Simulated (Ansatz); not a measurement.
FH2SSi, SMILES `F[SiH]S` radical. The species carries charge 0 and has multiplicity 2.

Question: What are the harmonic wavenumbers in cm⁻¹ at PBE0-D4/def2-TZVP (Ansatz, finite differences of forces, unscaled)? (Estimate.)

Answer: The calculation gave: 197, 248, 509, 584, 748, 833, 884, 2192, 2704.

Question: Is this a minimum?

Answer: Yes, all 9 modes are real.

Question: Give the ideal-gas thermochemistry at 298.15 K and 1 bar (rigid rotor, harmonic oscillator; point group C1, symmetry number 1).

Answer: Zero-point energy 53.2 kJ/mol; H(298) − E = 67.5 kJ/mol; entropy 295.4 J/(mol·K), of which translation 163.7, rotation 102.5, vibration 23.5, electronic 5.8; G(298) − E = -20.6 kJ/mol.

Question: And at 400, 500, 600, 800 and 1000 K?

Answer: 
```tsv
T (K)	H − E (kJ/mol)	S (J/mol/K)	G − E (kJ/mol)
400	74.7	316.0	-51.7
500	82.4	333.1	-84.2
600	90.5	348.1	-118.3
800	108.0	373.1	-190.5
1000	126.4	393.7	-267.2
```

Question: Rotational constants (cm⁻¹)?

Answer: 0.7541, 0.1284, 0.1138.
